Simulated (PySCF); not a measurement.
Compound: MgMeH, CH₄Mg.
Cartesian coordinates in Å at the PBE0-D3(BJ)/def2-SVP level; atoms count from 1:
```
atom  x, y, z in Å
Mg1   -0.0087   -0.0088   -1.3206
C2     0.0052    0.0062    0.7757
H3    -0.2895    0.9866    1.1880
H4     1.0037   -0.2242    1.1860
H5    -0.6911   -0.7385    1.1994
H6    -0.0196   -0.0213   -3.0285
```

Mulliken charges (e) from the PBE0/pcSseg-1 density (PySCF), one withheld:

```json
{"atom": "Mg1", "bonded to": "C2 H6", "charge": "+0.8871"}
{"atom": "C2", "bonded to": "Mg1 H3 H4 H5", "charge": "?"}
{"atom": "H3", "bonded to": "C2", "charge": "+0.1235"}
{"atom": "H4", "bonded to": "C2", "charge": "+0.1234"}
{"atom": "H5", "bonded to": "C2", "charge": "+0.1234"}
{"atom": "H6", "bonded to": "Mg1", "charge": "-0.3414"}
```

Question: What is the charge on C2?

Answer: The charges add up to the total charge, 0. The others sum to +0.9160, which leaves -0.9160 e for C2 (carbon bonded to Mg and 3 H); the computed value is -0.9159, the difference coming from rounding.

Question: Add each hydrogen's charge to the atom that carries it.

Answer: Mg1 +0.5457, C2 -0.5456.

Question: Across which bond do the charges differ most?

Answer: Mg1–C2: +0.8871 on Mg1 against -0.9159 on C2, a difference of 1.8030 e. The lower charge is on the more electronegative element of the two (Pauling values: C 2.55, Mg 1.31).

Question: Take the bonds between elements whose Pauling electronegativities differ by more than 0.25. In how many does the more electronegative atom carry the lower charge?

Answer: In 5 of 5.

Question: How much positive and how much negative charge does this set hold in all?

Answer: +1.2574 e on 4 atoms and -1.2573 e on 2.

The Mulliken scheme gives each basis function's population to the atom it is centred on and halves the overlap population of two atoms between them. Isolated species at its PBE0-D3(BJ)/def2-SVP geometry, gas phase.

The run behind these numbers computed NMR shieldings as well. Hardware: an Arm Neoverse V1 with one thread, shared host. Cost: 2.1 s of wall time.
